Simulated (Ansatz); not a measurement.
A nudged elastic band was laid between two geometries of AlFH₃P (6 atoms, charge 0, multiplicity 1).

The calculation used Ansatz, RKS PBE/STO-3G.

| Property | Result |
| --- | --- |
| movable images | 9 |
| climbing image | yes |
| spring | 5.0 eV/Å² |
| optimiser | quadratic models (default) |
| start path | IDPP |
| force threshold | 0.05 eV/Å |
| iteration limit | 60 |
| end points | relaxed |

First end point:

```xyz
6
Properties=species:S:1:pos:R:3
F -1.548 -1.270 0.911
Al -0.468 -0.769 -0.224
P 1.228 0.547 0.407
H -0.626 -1.344 -1.616
H 1.066 1.393 -0.723
H 0.390 1.379 1.197
```

Last end point:

```xyz
6
Properties=species:S:1:pos:R:3
F -1.416 -1.362 0.990
Al -0.391 -0.822 -0.178
P 0.064 1.366 -0.287
H 0.081 -1.841 -1.194
H 0.255 1.473 1.117
H 1.449 1.123 -0.495
```

Task: Which bonds break or form, and what moves?

Result: No bond is made or broken. The dihedral F1–Al2–P3–H5 goes from -137 to 45°. The two ends are copies of one structure, up to a mirror image or an exchange of like atoms.

Task: Give the energies along the band, and the barrier.

Result: The run converged. The highest image is number 5 of 0 to 10, 0.091 eV above the ends, which have the same energy within 2 meV. A vibrational analysis at the climbing image gives one clearly imaginary mode, 129i cm⁻¹: a first-order saddle point. Limits of this set-up: minimal basis.

| image | path coordinate (Å) | energy (eV) | dihedral F1–Al2–P3–H5 (°) |
| --- | --- | --- | --- |
| 0 | 0.00 | 0.000 | -137 |
| 1 | 0.39 | 0.009 | -119 |
| 2 | 0.78 | 0.031 | -100 |
| 3 | 1.17 | 0.059 | -82 |
| 4 | 1.55 | 0.082 | -64 |
| 5 | 1.94 | 0.091 | -46 |
| 6 | 2.33 | 0.082 | -27 |
| 7 | 2.72 | 0.060 | -9 |
| 8 | 3.11 | 0.032 | 9 |
| 9 | 3.50 | 0.009 | 27 |
| 10 | 3.88 | 0.000 | 45 |

Task: What is the geometry of the highest image?

Result: 
```xyz
6
Properties=species:S:1:pos:R:3:forces:R:3
F -1.913 -0.446 0.212 0.01 -0.01 -0.02
Al -0.392 -0.803 -0.304 0.00 0.01 0.02
P 1.269 0.679 0.041 0.03 0.00 0.01
H -0.213 -2.147 -0.975 -0.02 -0.02 -0.01
H 0.454 1.759 -0.403 -0.02 0.00 0.00
H 0.838 0.894 1.382 0.00 0.01 -0.01
```

Task: What are the harmonic wavenumbers there?

Result: 129i, 199, 427, 520, 721, 801, 802, 967, 1343, 2405, 2649, 2691 cm⁻¹.

The band took 4 iterations and of the order of 30 core-seconds.

The run took 31 s on 1 thread of Arm Neoverse V2, on a shared host, peak memory 0.08 GiB.
